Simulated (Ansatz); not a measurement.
# Ansatz timings: CH2BN (SMILES BC#N)

CH2BN: 5 atoms, total charge 0, spin state singlet. As SMILES, `BC#N`. Geometry: relaxed at PBE0-D4/def2-TZVP. The run starts from this shape.

```tsv
atom	x (Å)	y (Å)	z (Å)
B	-0.2192	0.4413	-0.3419
C	0.3527	-0.6967	0.4907
N	0.7865	-1.5596	1.1222
H	-0.7443	0.1874	-1.3776
H	-0.1259	1.5540	0.0653
```

Program: Ansatz 0.2.0. Hardware: 1 thread of Intel Xeon Platinum 8488C (Sapphire Rapids), shared host, so times are rough. Ansatz fits the integrals of SCF and DFT runs by default. Its times include its search for lower SCF states.

Task: Estimate their order by wall time, quickest first.
A. an optimisation at MP2/aug-cc-pVDZ, 3 core orbitals frozen
B. an optimisation at MP2/6-31G* (Cartesian functions), 3 core orbitals frozen
C. an optimisation at HF/STO-3G

Result: C (1.5 s), B (3.9 s), A (11 s).
